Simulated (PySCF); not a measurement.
CH₃, SMILES [CH3] (connectivity only; charge and spin as stated), charge +1, multiplicity 1. Atoms are numbered in the order given.

```xyz
4

C      0.0000     0.0000     0.0000
H      1.0918     0.0000     0.0000
H     -0.5459    -0.9455     0.0000
H     -0.5459     0.9455     0.0000
```
Charge +1, spin multiplicity 1.

The structure is a stationary point at B3LYP-D3(BJ)/def2-TZVPD. The spin state was assumed, not searched. The isomer is the one that the SMILES or the coordinates give; other isomers of the formula were not compared.

Two levels are set side by side: PBE/pcSseg-2 (PySCF) and KT2/pcSseg-2 (PySCF). GIAO shifts against TMS (¹H), TMS (¹³C) at the same level; non-relativistic, no solvent, atoms listed together averaged. Differences are taken from unrounded values.

```
quantity                     KT2    PBE  PBE minus KT2
-------------------------  -----  -----  -------------
δ(¹³C) of C1 (ppm)         389.7  435.5           45.9
δ(¹H) of H2, H3, H4 (ppm)  15.12  15.99           0.86
```

Rough cost on one machine, each run with all the roots and properties that it gave: KT2 against PBE within a factor of 2.
